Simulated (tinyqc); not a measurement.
Worked calculation (part 1 of 2): UHF in the sto-3g basis, for LiH, spin multiplicity 3. This run ends on a higher stationary point, not on the lowest solution. Computed by tinyqc, a small Python program that keeps every step (integrals from PySCF). Settings: charge = 0, multiplicity = 3, basis = sto-3g, energy threshold = 1e-08, iteration cap = 77, orthogonalisation = symmetric, start = core, DIIS depth = 0, method = UHF. Command: `OMP_NUM_THREADS=1 python tinyqc.py 29459 29460 out.jsonl` (the two numbers bound the seeds that draw the settings). One thread of a shared host (Intel(R) Xeon(R) Processor @ 2.60GHz), about 0.09 s of CPU time with the checks. Later iterations appear only in the table of the cycle.

## One-electron integrals

Geometry (angstrom):
```
atom         x         y         z
Li    0.000000  0.000000  0.000000
H     0.000000  0.000000  1.954000
```

Basis sto-3g: exponents (1/bohr^2) and contraction coefficients of normalised primitives:
```
element  l (shell)   exponent  coefficient
Li           s (1)  16.119575     0.154329
Li           s (1)   2.936201     0.535328
Li           s (1)   0.794651     0.444635
Li           s (2)   0.636290    -0.099967
Li           s (2)   0.147860     0.399513
Li           s (2)   0.048089     0.700115
Li           p (3)   0.636290     0.155916
Li           p (3)   0.147860     0.607684
Li           p (3)   0.048089     0.391957
H            s (1)   3.425251     0.154329
H            s (1)   0.623914     0.535328
H            s (1)   0.168855     0.444635
```

Overlap, kinetic and nuclear-attraction integrals over the contracted functions; the nuclear repulsion is the sum of Za Zb / Rab.

nuclear repulsion = 0.81245222 hartree

overlap S:
```
           1Li 1s    1Li 2s   1Li 2px   1Li 2py   1Li 2pz     2H 1s
1Li 1s   1.000000  0.241137  0.000000  0.000000  0.000000  0.030701
1Li 2s   0.241137  1.000000  0.000000  0.000000  0.000000  0.309273
1Li 2px  0.000000  0.000000  1.000000  0.000000  0.000000  0.000000
1Li 2py  0.000000  0.000000  0.000000  1.000000  0.000000  0.000000
1Li 2pz  0.000000  0.000000  0.000000  0.000000  1.000000  0.433332
2H 1s    0.030701  0.309273  0.000000  0.000000  0.433332  1.000000
```

kinetic energy T (hartree):
```
            1Li 1s     1Li 2s   1Li 2px   1Li 2py   1Li 2pz      2H 1s
1Li 1s    3.576786  -0.020237  0.000000  0.000000  0.000000  -0.009786
1Li 2s   -0.020237   0.102163  0.000000  0.000000  0.000000   0.021650
1Li 2px   0.000000   0.000000  0.319682  0.000000  0.000000   0.000000
1Li 2py   0.000000   0.000000  0.000000  0.319682  0.000000   0.000000
1Li 2pz   0.000000   0.000000  0.000000  0.000000  0.319682   0.078478
2H 1s    -0.009786   0.021650  0.000000  0.000000  0.078478   0.760032
```

nuclear attraction V (hartree):
```
            1Li 1s     1Li 2s    1Li 2px    1Li 2py    1Li 2pz      2H 1s
1Li 1s   -8.253699  -1.029647   0.000000   0.000000  -0.010799  -0.127790
1Li 2s   -1.029647  -1.461045   0.000000   0.000000  -0.101637  -0.518236
1Li 2px   0.000000   0.000000  -1.424932   0.000000   0.000000   0.000000
1Li 2py   0.000000   0.000000   0.000000  -1.424932   0.000000   0.000000
1Li 2pz  -0.010799  -0.101637   0.000000   0.000000  -1.504520  -0.734368
2H 1s    -0.127790  -0.518236   0.000000   0.000000  -0.734368  -2.038678
```

core Hamiltonian H = T + V (hartree):
```
            1Li 1s     1Li 2s    1Li 2px    1Li 2py    1Li 2pz      2H 1s
1Li 1s   -4.676912  -1.049884   0.000000   0.000000  -0.010799  -0.137576
1Li 2s   -1.049884  -1.358882   0.000000   0.000000  -0.101637  -0.496586
1Li 2px   0.000000   0.000000  -1.105251   0.000000   0.000000   0.000000
1Li 2py   0.000000   0.000000   0.000000  -1.105251   0.000000   0.000000
1Li 2pz  -0.010799  -0.101637   0.000000   0.000000  -1.184838  -0.655890
2H 1s    -0.137576  -0.496586   0.000000   0.000000  -0.655890  -1.278646
```

## Two-electron integrals

Functions are numbered as in S; the eight-fold symmetry (ij|kl) = (ji|kl) = (kl|ij) leaves the list below.

Two-electron integrals (ij|kl) in chemists' order, unique and non-zero (hartree):
```
(11|11) 1.680395   (21|11) 0.265420   (21|21) 0.049941   (22|11) 0.397727
(22|21) 0.092860   (22|22) 0.290562   (31|31) 0.008981   (32|31) 0.013788
(32|32) 0.064184   (33|11) 0.396640   (33|21) 0.092880   (33|22) 0.290497
(33|33) 0.312946   (41|41) 0.008981   (42|41) 0.013788   (42|42) 0.064184
(43|43) 0.016869   (44|11) 0.396640   (44|21) 0.092880   (44|22) 0.290497
(44|33) 0.279207   (44|44) 0.312946   (51|51) 0.008981   (52|51) 0.013788
(52|52) 0.064184   (53|53) 0.016869   (54|54) 0.016869   (55|11) 0.396640
(55|21) 0.092880   (55|22) 0.290497   (55|33) 0.279207   (55|44) 0.279207
(55|55) 0.312946   (61|11) 0.032487   (61|21) 0.006160   (61|22) 0.011730
(61|33) 0.011593   (61|44) 0.011593   (61|51) 0.000762   (61|52) 0.001487
(61|55) 0.012009   (61|61) 0.000836   (62|11) 0.102109   (62|21) 0.024251
(62|22) 0.083678   (62|33) 0.078994   (62|44) 0.078994   (62|51) 0.003835
(62|52) 0.025914   (62|55) 0.092969   (62|61) 0.003608   (62|62) 0.044133
(63|31) 0.001647   (63|32) 0.008371   (63|53) 0.003685   (63|63) 0.002652
(64|41) 0.001647   (64|42) 0.008371   (64|54) 0.003685   (64|64) 0.002652
(65|11) 0.134566   (65|21) 0.032214   (65|22) 0.114699   (65|33) 0.106807
(65|44) 0.106807   (65|51) 0.005908   (65|52) 0.039876   (65|55) 0.130370
(65|61) 0.004928   (65|62) 0.065436   (65|65) 0.097877   (66|11) 0.270611
(66|21) 0.065177   (66|22) 0.248574   (66|33) 0.226995   (66|44) 0.226995
(66|51) 0.010628   (66|52) 0.092353   (66|55) 0.291613   (66|61) 0.009916
(66|62) 0.168866   (66|65) 0.258401   (66|66) 0.774606
```

## Orthogonalisation

S = U s U^T; symmetric (Loewdin) form X = U s^(-1/2) U^T, so that X^T S X = 1.

eigenvalues of S: 0.454650  0.802658  1.000000  1.000000  1.180446  1.562246

X:
```
            1Li 1s     1Li 2s   1Li 2px   1Li 2py    1Li 2pz      2H 1s
1Li 1s    1.023433  -0.130381  0.000000  0.000000  -0.007106   0.017583
1Li 2s   -0.130381   1.070723  0.000000  0.000000   0.065554  -0.194313
1Li 2px   0.000000   0.000000  1.000000  0.000000   0.000000   0.000000
1Li 2py   0.000000   0.000000  0.000000  1.000000   0.000000   0.000000
1Li 2pz  -0.007106   0.065554  0.000000  0.000000   1.089638  -0.266717
2H 1s     0.017583  -0.194313  0.000000  0.000000  -0.266717   1.135922
```

## Starting guess

The start is the orbitals of the core Hamiltonian; D(s) = C_occ C_occ^T for each spin.

D(alpha) at the start:
```
            1Li 1s     1Li 2s   1Li 2px   1Li 2py    1Li 2pz      2H 1s
1Li 1s    1.023687  -0.073391  0.000000  0.000000  -0.046933  -0.055703
1Li 2s   -0.073391   0.187399  0.000000  0.000000   0.183819   0.236205
1Li 2px   0.000000   0.000000  0.971594  0.166131   0.000000   0.000000
1Li 2py   0.000000   0.000000  0.166131  0.028406   0.000000   0.000000
1Li 2pz  -0.046933   0.183819  0.000000  0.000000   0.180940   0.232620
2H 1s    -0.055703   0.236205  0.000000  0.000000   0.232620   0.299083
```

D(beta) at the start:
```
            1Li 1s     1Li 2s   1Li 2px   1Li 2py    1Li 2pz      2H 1s
1Li 1s    1.011316  -0.025323  0.000000  0.000000   0.000379   0.005121
1Li 2s   -0.025323   0.000634  0.000000  0.000000  -0.000009  -0.000128
1Li 2px   0.000000   0.000000  0.000000  0.000000   0.000000   0.000000
1Li 2py   0.000000   0.000000  0.000000  0.000000   0.000000   0.000000
1Li 2pz   0.000379  -0.000009  0.000000  0.000000   0.000000   0.000002
2H 1s     0.005121  -0.000128  0.000000  0.000000   0.000002   0.000026
```

## Iteration 1: building the Fock matrix

J_ij = sum D_kl (ij|kl) with D = D(alpha) + D(beta), K_ij = sum D_kl (ik|jl) for each spin; F = H + J - K(s); E = tr D H + tr D J / 2 - 0.5 sum_s tr D(s) K(s) + E_nn.

Coulomb J (hartree):
```
           1Li 1s    1Li 2s   1Li 2px   1Li 2py   1Li 2pz     2H 1s
1Li 1s   4.098873  0.702728  0.000000  0.000000  0.011894  0.088219
1Li 2s   0.702728  1.354772  0.000000  0.000000  0.080572  0.425149
1Li 2px  0.000000  0.000000  1.359667  0.005605  0.000000  0.000000
1Li 2py  0.000000  0.000000  0.005605  1.327845  0.000000  0.000000
1Li 2pz  0.011894  0.080572  0.000000  0.000000  1.369838  0.586777
2H 1s    0.088219  0.425149  0.000000  0.000000  0.586777  1.327924
```

exchange K(alpha) (hartree):
```
           1Li 1s    1Li 2s   1Li 2px   1Li 2py   1Li 2pz     2H 1s
1Li 1s   1.701101  0.277323  0.000000  0.000000  0.006635  0.040557
1Li 2s   0.277323  0.229827  0.000000  0.000000  0.141870  0.211715
1Li 2px  0.000000  0.000000  0.333064  0.049187  0.000000  0.000000
1Li 2py  0.000000  0.000000  0.049187  0.053809  0.000000  0.000000
1Li 2pz  0.006635  0.141870  0.000000  0.000000  0.200798  0.260389
2H 1s    0.040557  0.211715  0.000000  0.000000  0.260389  0.483111
```

exchange K(beta) (hartree):
```
           1Li 1s    1Li 2s   1Li 2px   1Li 2py   1Li 2pz     2H 1s
1Li 1s   1.686330  0.257696  0.000000  0.000000  0.000841  0.031561
1Li 2s   0.257696  0.046216  0.000000  0.000000  0.000206  0.005703
1Li 2px  0.000000  0.000000  0.008440  0.000000  0.000000  0.000000
1Li 2py  0.000000  0.000000  0.000000  0.008440  0.000000  0.000000
1Li 2pz  0.000841  0.000206  0.000000  0.000000  0.008479  0.000725
2H 1s    0.031561  0.005703  0.000000  0.000000  0.000725  0.000773
```

F(alpha) (hartree):
```
            1Li 1s     1Li 2s    1Li 2px    1Li 2py    1Li 2pz      2H 1s
1Li 1s   -2.279140  -0.624479   0.000000   0.000000  -0.005540  -0.089914
1Li 2s   -0.624479  -0.233937   0.000000   0.000000  -0.162934  -0.283151
1Li 2px   0.000000   0.000000  -0.078648  -0.043582   0.000000   0.000000
1Li 2py   0.000000   0.000000  -0.043582   0.168786   0.000000   0.000000
1Li 2pz  -0.005540  -0.162934   0.000000   0.000000  -0.015797  -0.329502
2H 1s    -0.089914  -0.283151   0.000000   0.000000  -0.329502  -0.433833
```

F(beta) (hartree):
```
            1Li 1s     1Li 2s   1Li 2px   1Li 2py    1Li 2pz      2H 1s
1Li 1s   -2.264370  -0.604853  0.000000  0.000000   0.000253  -0.080917
1Li 2s   -0.604853  -0.050326  0.000000  0.000000  -0.021270  -0.077139
1Li 2px   0.000000   0.000000  0.245976  0.005605   0.000000   0.000000
1Li 2py   0.000000   0.000000  0.005605  0.214155   0.000000   0.000000
1Li 2pz   0.000253  -0.021270  0.000000  0.000000   0.176522  -0.069838
2H 1s    -0.080917  -0.077139  0.000000  0.000000  -0.069838   0.048505
```

total energy of this density = -7.65282059 hartree

## Iteration 1: diagonalisation and new density

Diagonalise F' = X^T F X, C = X C', fill 3 alpha and 1 beta electrons from the bottom; D(s) = C_occ C_occ^T. Each column has its largest component positive (the first on a tie).

F' = X^T F X (alpha) (hartree):
```
           1          2          3          4          5          6
1  -2.226738  -0.349659   0.000000   0.000000   0.002746   0.008159
2  -0.349659  -0.050149   0.000000   0.000000  -0.065316  -0.212306
3   0.000000   0.000000  -0.078648  -0.043582   0.000000   0.000000
4   0.000000   0.000000  -0.043582   0.168786   0.000000   0.000000
5   0.002746  -0.065316   0.000000   0.000000   0.127736  -0.290949
6   0.008159  -0.212306   0.000000   0.000000  -0.290949  -0.261950
```

orbital energies (alpha) (hartree): MO1 -2.281890, MO2 -0.508794, MO3 -0.086100, MO4 0.088468, MO5 0.176238, MO6 0.291114

coefficients C (alpha):
```
              MO1        MO2       MO3        MO4        MO5        MO6
1Li 1s   0.990625  -0.113702  0.000000  -0.257120   0.000000  -0.066310
1Li 2s   0.036157   0.287722  0.000000   0.997080   0.000000   0.356710
1Li 2px  0.000000   0.000000  0.985695   0.000000  -0.168542   0.000000
1Li 2py  0.000000   0.000000  0.168542   0.000000   0.985695   0.000000
1Li 2pz  0.004831   0.258965  0.000000  -0.259945   0.000000   1.062139
2H 1s    0.000654   0.746795  0.000000  -0.364102   0.000000  -0.842170
```

F' = X^T F X (beta) (hartree):
```
           1          2         3         4          5          6
1  -2.213733  -0.351108  0.000000  0.000000  -0.004666  -0.001400
2  -0.351108   0.102066  0.000000  0.000000   0.030416  -0.111781
3   0.000000   0.000000  0.245976  0.005605   0.000000   0.000000
4   0.000000   0.000000  0.005605  0.214155   0.000000   0.000000
5  -0.004666   0.030416  0.000000  0.000000   0.253211  -0.161843
6  -0.001400  -0.111781  0.000000  0.000000  -0.161843   0.147608
```

orbital energies (beta) (hartree): MO1 -2.265927, MO2 -0.006244, MO3 0.156657, MO4 0.213196, MO5 0.246935, MO6 0.404667

coefficients C (beta):
```
               MO1        MO2        MO3        MO4       MO5        MO6
1Li 1s    0.993247  -0.122026  -0.226207   0.000000  0.000000  -0.110340
1Li 2s    0.027030   0.365610   0.879773   0.000000  0.000000   0.545068
1Li 2px   0.000000   0.000000   0.000000  -0.168542  0.985695   0.000000
1Li 2py   0.000000   0.000000   0.000000   0.985695  0.168542   0.000000
1Li 2pz   0.001211   0.293130  -0.498024   0.000000  0.000000   0.963765
2H 1s    -0.002889   0.681741  -0.208123   0.000000  0.000000  -0.944155
```

D(alpha) after iteration 1:
```
            1Li 1s    1Li 2s   1Li 2px   1Li 2py    1Li 2pz      2H 1s
1Li 1s    0.994266  0.003103  0.000000  0.000000  -0.024659  -0.084265
1Li 2s    0.003103  0.084091  0.000000  0.000000   0.074685   0.214893
1Li 2px   0.000000  0.000000  0.971594  0.166131   0.000000   0.000000
1Li 2py   0.000000  0.000000  0.166131  0.028406   0.000000   0.000000
1Li 2pz  -0.024659  0.074685  0.000000  0.000000   0.067086   0.193397
2H 1s    -0.084265  0.214893  0.000000  0.000000   0.193397   0.557703
```

D(beta) after iteration 1:
```
            1Li 1s     1Li 2s   1Li 2px   1Li 2py    1Li 2pz      2H 1s
1Li 1s    0.986539   0.026847  0.000000  0.000000   0.001203  -0.002870
1Li 2s    0.026847   0.000731  0.000000  0.000000   0.000033  -0.000078
1Li 2px   0.000000   0.000000  0.000000  0.000000   0.000000   0.000000
1Li 2py   0.000000   0.000000  0.000000  0.000000   0.000000   0.000000
1Li 2pz   0.001203   0.000033  0.000000  0.000000   0.000001  -0.000003
2H 1s    -0.002870  -0.000078  0.000000  0.000000  -0.000003   0.000008
```

## Iteration 2: building the Fock matrix

As before.

Coulomb J (hartree):
```
           1Li 1s    1Li 2s   1Li 2px   1Li 2py   1Li 2pz     2H 1s
1Li 1s   4.042598  0.693881  0.000000  0.000000  0.011366  0.087140
1Li 2s   0.693881  1.344916  0.000000  0.000000  0.086749  0.437553
1Li 2px  0.000000  0.000000  1.346415  0.005605  0.000000  0.000000
1Li 2py  0.000000  0.000000  0.005605  1.314594  0.000000  0.000000
1Li 2pz  0.011366  0.086749  0.000000  0.000000  1.366983  0.608666
2H 1s    0.087140  0.437553  0.000000  0.000000  0.608666  1.423650
```

exchange K(alpha) (hartree):
```
           1Li 1s    1Li 2s   1Li 2px   1Li 2py   1Li 2pz     2H 1s
1Li 1s   1.684124  0.289460  0.000000  0.000000  0.000017  0.036521
1Li 2s   0.289460  0.209668  0.000000  0.000000  0.113223  0.215787
1Li 2px  0.000000  0.000000  0.326304  0.049187  0.000000  0.000000
1Li 2py  0.000000  0.000000  0.049187  0.047048  0.000000  0.000000
1Li 2pz  0.000017  0.113223  0.000000  0.000000  0.173431  0.276898
2H 1s    0.036521  0.215787  0.000000  0.000000  0.276898  0.626167
```

exchange K(beta) (hartree):
```
           1Li 1s    1Li 2s   1Li 2px   1Li 2py   1Li 2pz     2H 1s
1Li 1s   1.671877  0.273621  0.000000  0.000000  0.000100  0.034354
1Li 2s   0.273621  0.054316  0.000000  0.000000  0.000026  0.006930
1Li 2px  0.000000  0.000000  0.009637  0.000000  0.000000  0.000000
1Li 2py  0.000000  0.000000  0.000000  0.009637  0.000000  0.000000
1Li 2pz  0.000100  0.000026  0.000000  0.000000  0.009608  0.000884
2H 1s    0.034354  0.006930  0.000000  0.000000  0.000884  0.000989
```

F(alpha) (hartree):
```
            1Li 1s     1Li 2s    1Li 2px    1Li 2py    1Li 2pz      2H 1s
1Li 1s   -2.318438  -0.645463   0.000000   0.000000   0.000551  -0.086957
1Li 2s   -0.645463  -0.223634   0.000000   0.000000  -0.128111  -0.274820
1Li 2px   0.000000   0.000000  -0.085139  -0.043582   0.000000   0.000000
1Li 2py   0.000000   0.000000  -0.043582   0.162295   0.000000   0.000000
1Li 2pz   0.000551  -0.128111   0.000000   0.000000   0.008713  -0.324122
2H 1s    -0.086957  -0.274820   0.000000   0.000000  -0.324122  -0.481163
```

F(beta) (hartree):
```
            1Li 1s     1Li 2s   1Li 2px   1Li 2py    1Li 2pz      2H 1s
1Li 1s   -2.306191  -0.629624  0.000000  0.000000   0.000467  -0.084790
1Li 2s   -0.629624  -0.068281  0.000000  0.000000  -0.014913  -0.065963
1Li 2px   0.000000   0.000000  0.231528  0.005605   0.000000   0.000000
1Li 2py   0.000000   0.000000  0.005605  0.199706   0.000000   0.000000
1Li 2pz   0.000467  -0.014913  0.000000  0.000000   0.172537  -0.048107
2H 1s    -0.084790  -0.065963  0.000000  0.000000  -0.048107   0.144015
```

total energy of this density = -7.70885140 hartree

## Iteration 2: diagonalisation and new density

As before.

F' = X^T F X (alpha) (hartree):
```
           1          2          3          4          5          6
1  -2.262096  -0.369415   0.000000   0.000000   0.002983   0.012738
2  -0.369415  -0.033498   0.000000   0.000000  -0.028695  -0.204758
3   0.000000   0.000000  -0.085139  -0.043582   0.000000   0.000000
4   0.000000   0.000000  -0.043582   0.162295   0.000000   0.000000
5   0.002983  -0.028695   0.000000   0.000000   0.155006  -0.283710
6   0.012738  -0.204758   0.000000   0.000000  -0.283710  -0.324024
```

orbital energies (alpha) (hartree): MO1 -2.321946, MO2 -0.526595, MO3 -0.092591, MO4 0.081200, MO5 0.169747, MO6 0.302730

coefficients C (alpha):
```
               MO1        MO2       MO3        MO4        MO5        MO6
1Li 1s    0.989415  -0.096124  0.000000  -0.263039   0.000000  -0.086037
1Li 2s    0.041033   0.221069  0.000000   0.988078   0.000000   0.422668
1Li 2px   0.000000   0.000000  0.985695   0.000000  -0.168542   0.000000
1Li 2py   0.000000   0.000000  0.168542   0.000000   0.985695   0.000000
1Li 2pz   0.002746   0.199148  0.000000  -0.302948   0.000000   1.063651
2H 1s    -0.002475   0.815493  0.000000  -0.291585   0.000000  -0.805894
```

F' = X^T F X (beta) (hartree):
```
           1          2         3         4          5          6
1  -2.251389  -0.369671  0.000000  0.000000  -0.005062  -0.002027
2  -0.369671   0.086764  0.000000  0.000000   0.033140  -0.114598
3   0.000000   0.000000  0.231528  0.005605   0.000000   0.000000
4   0.000000   0.000000  0.005605  0.199706   0.000000   0.000000
5  -0.005062   0.033140  0.000000  0.000000   0.243087  -0.161000
6  -0.002027  -0.114598  0.000000  0.000000  -0.161000   0.252443
```

orbital energies (beta) (hartree): MO1 -2.308593, MO2 0.044073, MO3 0.149438, MO4 0.198748, MO5 0.232486, MO6 0.445986

coefficients C (beta):
```
               MO1        MO2        MO3        MO4       MO5        MO6
1Li 1s    0.991574  -0.169691  -0.203168   0.000000  0.000000   0.107160
1Li 2s    0.033380   0.553046   0.779584   0.000000  0.000000  -0.539238
1Li 2px   0.000000   0.000000   0.000000  -0.168542  0.985695   0.000000
1Li 2py   0.000000   0.000000   0.000000   0.985695  0.168542   0.000000
1Li 2pz   0.001457   0.337428  -0.603056   0.000000  0.000000  -0.886149
2H 1s    -0.003760   0.521089  -0.227276   0.000000  0.000000   1.037459
```

D(alpha) after iteration 2:
```
            1Li 1s    1Li 2s   1Li 2px   1Li 2py    1Li 2pz      2H 1s
1Li 1s    0.988182  0.019349  0.000000  0.000000  -0.016426  -0.080838
1Li 2s    0.019349  0.050555  0.000000  0.000000   0.044138   0.180179
1Li 2px   0.000000  0.000000  0.971594  0.166131   0.000000   0.000000
1Li 2py   0.000000  0.000000  0.166131  0.028406   0.000000   0.000000
1Li 2pz  -0.016426  0.044138  0.000000  0.000000   0.039667   0.162397
2H 1s    -0.080838  0.180179  0.000000  0.000000   0.162397   0.665035
```

D(beta) after iteration 2:
```
            1Li 1s     1Li 2s   1Li 2px   1Li 2py    1Li 2pz      2H 1s
1Li 1s    0.983218   0.033099  0.000000  0.000000   0.001445  -0.003728
1Li 2s    0.033099   0.001114  0.000000  0.000000   0.000049  -0.000125
1Li 2px   0.000000   0.000000  0.000000  0.000000   0.000000   0.000000
1Li 2py   0.000000   0.000000  0.000000  0.000000   0.000000   0.000000
1Li 2pz   0.001445   0.000049  0.000000  0.000000   0.000002  -0.000005
2H 1s    -0.003728  -0.000125  0.000000  0.000000  -0.000005   0.000014
```
